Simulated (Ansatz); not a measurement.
## One elementary step

Start structure (AlH3ClF, closed shell), relaxed at PBE0-D4/def2-TZVP:

```json
{"atom": "Al1", "x (Å)": "-0.6634", "y (Å)": "0.3267", "z (Å)": "-0.3467"}
{"atom": "F2", "x (Å)": "-0.9733", "y (Å)": "-0.5771", "z (Å)": "1.0293"}
{"atom": "H3", "x (Å)": "-0.8893", "y (Å)": "-0.4036", "z (Å)": "-1.7275"}
{"atom": "H4", "x (Å)": "-0.5839", "y (Å)": "1.8910", "z (Å)": "-0.1522"}
{"atom": "H5", "x (Å)": "1.2731", "y (Å)": "-0.9214", "z (Å)": "1.0934"}
{"atom": "Cl6", "x (Å)": "1.8369", "y (Å)": "-0.3155", "z (Å)": "0.1037"}
```

The step: AlH₂F ([F][AlH2]) + HCl → AlH₂Cl ([AlH2][Cl]) + HF (still joined by a long Al–F bond); bonds formed: F2–H5; dative contacts that become bonds: Al1–Cl6; bonds broken: H5–Cl6; bonds weakened to dative contacts: Al1–F2. Ansatz 0.2.0; basis: def2-TZVPP and def2-QZVPP; cores frozen in the correlated methods. Extrapolation: Hartree–Fock as exp(−7.88 √X), correlation as X^−2.97. Energies below are by CCSD(T) at an estimated basis limit (MP2 extrapolated from triple and quadruple zeta, plus CCSD(T) − MP2 in triple zeta).

Question: What are the electronic barrier and the energy of the step, from the start structure to the end structure? (To be estimated.)

Answer: By the calculation: Barrier 25.8 kJ/mol; step energy -0.4 kJ/mol (downhill); reverse barrier, their difference, 26.2 kJ/mol. Barrier and step energy count from the start structure, the reverse barrier from the end structure.

The saddle point: One imaginary mode of 505i cm⁻¹.
```
   pair  start (Å)  saddle (Å)  end (Å)
Al1–Cl6       2.62        2.38     2.18
  F2–H5       2.27        1.27     0.96
 Al1–F2       1.68        1.79     2.03
 H5–Cl6       1.29        1.47     2.11
```

Zero-point energy (harmonic, PBE0-D4): ZPE is 64.9 kJ/mol at the start and 61.6 kJ/mol at the saddle, so the barrier goes from 25.8 to 22.5 kJ/mol.

The T1 diagnostic stays at or below 0.011.

Labels in which every atom is bracketed show which atoms are joined, not bond orders.

For scale, one of the runs: CCSD(T)/def2-TZVPP, 157 basis functions, launched by `ansatz run in.yaml --threads 2 --pin off --events-out ev --progress --plain --max-ram 4352MiB`. Time: 18 s of wall clock on 2 CPU threads of an Intel Xeon Platinum 8259CL; the host was shared. Peak host memory: 1.1 GiB.
